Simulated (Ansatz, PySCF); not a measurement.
This PySCF input computes a CCSD(T)/cc-pVDZ energy:

```python
from pyscf import gto, scf, mp, cc as ccmod

mol = gto.M(
    atom='''
    H     0.01116471   -0.02286316    2.10006054
    N     0.00552309    0.00699052    1.09243157
    C    -0.01584127    1.14164578    0.26594390
    C     0.01804917   -1.10159074    0.27979305
    C    -0.01776430    0.81027342   -1.07692710
    C     0.00437150   -0.63979611   -1.02364815
    H    -0.02792192    2.11063355    0.75657241
    H     0.03526148   -2.09640134    0.70960952
    H     0.00994351   -1.30349671   -1.88423371
    ''',
    basis='cc-pvdz',
    charge=-1,
    spin=0,
    verbose=4,
)

mf = scf.RHF(mol)
mf.conv_tol = 1e-10
mf.max_cycle = 100
mf.kernel()
mp2 = mp.MP2(mf, frozen=5).run()
cc = ccmod.CCSD(mf, frozen=5)
cc.max_cycle = 100
cc.kernel()
et = cc.ccsd_t()
print(f'E(CCSD(T)) = {cc.e_tot + et:.9f}')
```

Problem. Write an input for the same energy in Ansatz (a first-principles code) and say what it gives.

Solution. 
Ansatz 0.2 input:
```yaml
crystal:
  periodic: [false, false, false]
  atoms:
    - {symbol: H, position_ang: [0.01116471, -0.02286316, 2.10006054]}
    - {symbol: N, position_ang: [0.00552309, 0.00699052, 1.09243157]}
    - {symbol: C, position_ang: [-0.01584127, 1.14164578, 0.26594390]}
    - {symbol: C, position_ang: [0.01804917, -1.10159074, 0.27979305]}
    - {symbol: C, position_ang: [-0.01776430, 0.81027342, -1.07692710]}
    - {symbol: C, position_ang: [0.00437150, -0.63979611, -1.02364815]}
    - {symbol: H, position_ang: [-0.02792192, 2.11063355, 0.75657241]}
    - {symbol: H, position_ang: [0.03526148, -2.09640134, 0.70960952]}
    - {symbol: H, position_ang: [0.00994351, -1.30349671, -1.88423371]}
basis:
  gaussian:
    orbitals: cc-pVDZ
total_charge: -1
magnetization: {spin_polarized: false}
correlation: {method: ccsd_t, electrons: outside_noble_gas}
```
It gives -208.90014 Eh, and PySCF -208.90015 Eh, a difference of 0.01 mEh.

It need not be the lowest isomer of its formula. Whether it binds its extra electron was not tested at this geometry.
